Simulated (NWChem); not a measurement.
**Correlation energy of sulfur dioxide (O2S)**

```
S
O 1 1.4543
O 1 1.4543 2 118.58
```
Charge 0, spin multiplicity 1.

The numbers come from NWChem runs, not from measurements. Structure: optimised with PBE0/def2-SVP, a minimum by its harmonic frequencies.

Basis set: def2-TZVP. Each correlation energy counts from its own Hartree-Fock reference.

The correlated methods keep 7 core orbitals frozen. No row is a measurement; the coupled-cluster row has its own basis-set and correlation limits.

**Question.** Order these methods by the correlation energy they give, lowest first: MP2, SCS-MP2, CR-CCSD[T], CR-CCSD(T).

**Answer.** CR-CCSD[T] (-678.2 mHa), CR-CCSD(T) (-676.1 mHa), MP2 (-658.2 mHa), SCS-MP2 (-637.2 mHa)
